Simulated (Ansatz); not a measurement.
A nudged elastic band was laid between two geometries of AlClH2O + H2 (7 atoms, charge 0, multiplicity 1).

Theory: RKS LDA/def2-mTZVP in Ansatz.

| Item | Value |
| --- | --- |
| movable images | 7 |
| climbing image | yes |
| spring | 5.0 eV/Å² |
| optimiser | quadratic models (default) |
| start path | through a guess of the saddle point |
| force threshold | 0.03 eV/Å |
| iteration limit | 60 |
| end points | relaxed |

Image 0:

```xyz
7
Properties=species:S:1:pos:R:3
Al -0.027 -0.103 0.246
O -0.089 -0.570 1.871
H -0.924 -0.669 2.361
H 1.363 -0.105 -0.493
Cl -1.817 0.178 -0.823
H -0.072 2.171 0.488
H 0.225 1.945 1.170
```

Image 8:

```xyz
7
Properties=species:S:1:pos:R:3
Al 0.130 0.546 -0.101
O -0.045 0.133 1.824
H -0.946 -0.286 1.817
H 1.313 -0.361 -0.652
Cl -1.851 -0.286 -0.402
H 0.184 2.142 -0.015
H -0.128 0.960 2.348
```

Q: What changes between the two ends?

A: Bonds broken: H6–H7. Bonds formed: Al1–H6, O2–H7. AlClH2O + H2 becomes AlClH4O.

Q: Give the energies along the band, and the barrier.

A: The run converged. The highest image is number 4 of 0 to 8, 0.66 eV above the first end and 0.59 eV above the last; the last end lies 0.07 eV above the first. A vibrational analysis at the climbing image gives one clearly imaginary mode, 1047i cm⁻¹: a first-order saddle point. The orbitals stay closed-shell, which can raise the energy where a bond breaks towards radicals; this wasn't checked here.

| image | path coordinate (Å) | energy (eV) | H6–H7 (Å) | Al1–H6 (Å) | O2–H7 (Å) |
| --- | --- | --- | --- | --- | --- |
| 0 | 0.00 | 0.00 | 0.78 | 2.29 | 2.63 |
| 1 | 0.35 | 0.01 | 0.78 | 2.29 | 2.36 |
| 2 | 0.71 | 0.09 | 0.79 | 2.17 | 2.02 |
| 3 | 1.06 | 0.36 | 0.85 | 1.95 | 1.65 |
| 4 | 1.41 | 0.66 | 1.07 | 1.78 | 1.27 |
| 5 | 1.77 | 0.40 | 1.48 | 1.67 | 1.04 |
| 6 | 2.13 | 0.21 | 1.89 | 1.62 | 0.99 |
| 7 | 2.49 | 0.11 | 2.29 | 1.61 | 0.98 |
| 8 | 2.84 | 0.07 | 2.66 | 1.60 | 0.98 |

Q: What is the geometry of the highest image?

A: 
```xyz
7
Properties=species:S:1:pos:R:3
Al 0.043 0.264 0.028
O -0.050 -0.031 1.838
H -0.917 -0.303 2.204
H 1.368 -0.137 -0.729
Cl -1.860 -0.042 -0.821
H 0.105 1.888 0.743
H -0.032 1.209 1.557
```

Q: What are the harmonic wavenumbers there?

A: 1047i, 155, 336, 492, 524, 540, 624, 716, 758, 1005, 1331, 1688, 1815, 1954, 3693 cm⁻¹.

The band took 9 iterations and of the order of 90 core-seconds.

Run time: 47 s on 2 threads of Arm Neoverse V1, with other jobs on the host, peak memory 0.14 GiB.
